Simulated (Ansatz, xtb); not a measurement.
Worked example: H2O + SiH3(CH3) → SiH4 + CH4O

Species: H2O (water) `O`, singlet; SiH3(CH3) (methylsilane), singlet; SiH4 (silane) `[SiH4]`, singlet; CH4O (methanol) `CO`, singlet. The partners trade OH for SiH3: H–OH and C–SiH3 bonds give way to H–SiH3 and C–OH.

Shapes, held fixed at every level: PBE0-D4/def2-TZVP. Programs: Ansatz 0.2.0, xtb 6.7.1. The zero-point and thermal change to 298 K, harmonic and unscaled (PBE0-D4/def2-TZVP), is -1.3 kJ/mol.

At CCSD(T)/CBS estimate; 1 Eh = 2625.50 kJ/mol:

```
  species  energy (Eh)
      H2O   -76.379409
SiH3(CH3)  -330.739164
     SiH4  -291.463062
     CH4O  -115.617125
```

Question: Work out ΔH(298 K) of the reaction at this level.

Answer: 
1. Products less reactants: (-291.463062) + (-115.617125) − [(-76.379409) + (-330.739164)] = 0.038386 Eh = +100.8 kJ/mol.
2. With the thermal change: +100.8 + (-1.3) = +99.5 kJ/mol.

Other levels give +66.6 (HF/def2-SVP) to +96.8 kJ/mol (r2SCAN0-D4/def2-TZVPP). No measured value is set beside it here. The CBS estimate extrapolates MP2 from def2-TZVPP and def2-QZVPP and adds CCSD(T) − MP2 in the triple-zeta set, cores frozen.
